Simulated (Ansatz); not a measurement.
# CH₃Al (singlet): wave-function methods side by side at distance Al1–H3 = 1.583 Å, cc-pVDZ

One table from this session's results is given with a row withheld; the runs are named, their logs left out.

Program: Ansatz 0.2.0, Gaussian basis. Level of theory: cc-pVDZ, core rule «outside noble gas», up to 6 orbitals frozen. These are calculated values, not measurements.

Plan: UHF; CCSD(T) on RHF; CCSD(T) on UHF; BCCD(T) on RHF; CISD; CCSDT(Q) on RHF; CCSDT(Q) on UHF; CASSCF and MRCISD+Q, 2 electrons in 2 orbitals; CASSCF and NEVPT2, 2 electrons in 2 orbitals.

23 further runs of the same task are left out: 2 for a known fault of the program, 16 that didn't finish, 5 set aside as unsound or not needed.

## The system

The geometry derives from a PBE0/def2-TZVP stationary point (not a proven minimum). One bond is set to the value named and the two fragments are kept rigid.

5 atoms, charge 0, spin multiplicity 1.

Atoms are counted from 1 here; the program's logs count them from 0.

Bond lengths: Al1–C2 1.845 Å, Al1–H3 1.583 Å, Al1–H4 1.583 Å, C2–H5 1.084 Å. Angles: C2–Al1–H3 115.2°, C2–Al1–H4 115.2°, H3–Al1–H4 129.7°, Al1–C2–H5 180.0°.

Set-up of the first run:

Input file in.yaml:

```yaml
crystal:
  periodic: [false, false, false]
  atoms:
    - {symbol: Al, position_ang: [0.000000, 0.000000, 0.565388]}
    - {symbol: C, position_ang: [0.000000, 0.000000, -1.279659]}
    - {symbol: H, position_ang: [0.000000, 1.432477, 1.238502]}
    - {symbol: H, position_ang: [0.000000, -1.432476, 1.238502]}
    - {symbol: H, position_ang: [0.000000, 0.000000, -2.363348]}
basis:
  gaussian: {orbitals: cc-pVDZ}
magnetization: {spin_polarized: true, initial_magnetization: 0}
hamiltonian: {xc: hf}
output: {orbitals: {seedname: orbitals}}
```

Launch:

```
> ansatz run in.yaml --threads 1 --pin off --events-out ev --progress --plain --max-ram 2393MiB
```

Among the steps run: UHF; CCSD(T) on RHF; CCSD(T) on UHF; BCCD(T) on RHF; CISD; CCSDT(Q) on RHF; CCSDT(Q) on UHF; CASSCF and MRCISD+Q, 2 electrons in 2 orbitals; CASSCF and NEVPT2, 2 electrons in 2 orbitals.

One table of the session follows, with a row left open; its other results are not shown here.

It belongs to the step «Misses and costs». 

| method | from RCCSDT(Q) (meV) |
| --- | --- |
| RHF | +5963.3 |
| UHF | +5013.3 |
| RMP2 | +1350.1 |
| UMP2 | +823.0 |
| CISD | +682.8 |
| RCCSD | +230.3 |
| UCCSD | -322.6 |
| RCCSD(T) | +69.2 |
| UCCSD(T) | -515.4 |
| BCCD(T) | +67.9 |
| RCCSDT | +16.2 |
| UCCSDT | ? |
| RCCSDT(Q) | 0 |
| UCCSDT(Q) | -858.7 |

Q: Estimate the row for UCCSDT from the others.

**Answer.** from RCCSDT(Q) (meV): -804.6. In the column «from RCCSDT(Q) (meV)» it lies between UCCSDT(Q) (-858.7) and UCCSD(T) (-515.4).

Left out of the table: CASSCF pair, NEVPT2 pair, MRCISD pair, MRCISD+Q pair (the active space lost an orbital or holds another state than full CI finds).

Limits of these values: The determinant is far from a pure spin state, so its energy mixes those of several spin states (harmless only where they are near-degenerate, as at dissociation). The program flags UCCSD(T), UCCSDT(Q) as in doubt, so those rows may rest on another solution; read them beside their warnings. Warnings: restricted reference is unstable; spin contamination; large T1 diagnostic. Restricted and unrestricted rows rest on different reference determinants; where their highest levels disagree by more than a few hundredths of an eV, they describe different states and don't form one ladder. Warnings in the runs' records: passed over end.
